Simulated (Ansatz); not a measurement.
The input, for Ansatz 0.2.0:

```yaml
crystal:
  periodic: [false, false, false]
  atoms:
    - {symbol: As, position_ang: [0.000000, 0.000000, 0.000000]}
    - {symbol: Mg, position_ang: [0.000000, 0.000000, 3.611000]}
basis:
  gaussian: {orbitals: cc-pVTZ}
magnetization: {spin_polarized: true, initial_magnetization: 3}
hamiltonian: {xc: hf}
output: {orbitals: {seedname: orbitals}}
```

```sh
$ ansatz run in.yaml --threads 1 --pin off --events-out ev --progress --plain --max-ram 2393MiB
```

The program prints:

```
475 factors; integrals over basis functions are off by at most 1.3e-3 eV
mean field evaluation 1: about -66228.0409 eV, gradient 3.9e0 eV
mean field evaluation 2: about -66228.0515 eV, gradient 3.9e0 eV
mean field evaluation 4: about -66228.3668 eV, gradient 9.4e-1 eV
mean field evaluation 8: about -66228.4054 eV, gradient 2.4e-1 eV
mean field evaluation 16: about -66228.4163 eV, gradient 2.7e-5 eV
mean field evaluation 32: about -66228.4139 eV, gradient 1.1e-1 eV
mean field evaluation 64: about -66225.7961 eV, gradient 2.3e0 eV
mean field evaluation 96: about -66228.4053 eV, gradient 2.5e-1 eV
mean field evaluation 128: about -66226.0434 eV, gradient 8.1e-1 eV
mean field evaluation 160: about -66216.8385 eV, gradient 1.1e1 eV
mean field -66228.41627946 eV, -2433.8494070374 hartree, gradient 2.7e-5 eV, S^2 3.859225; 3 other end points of the search recorded, 0 dependent functions left out
reference -66228.41627946 eV, -2433.8494070374 hartree; 24, 21 occupied and 53, 56 virtual orbitals, 475 factors
Total energy: -66228.41627946 eV, -2433.8494070374 hartree
```

Ran on 1 thread of Intel Xeon, shared host: 11 s wall, 0.16 GiB peak host memory.
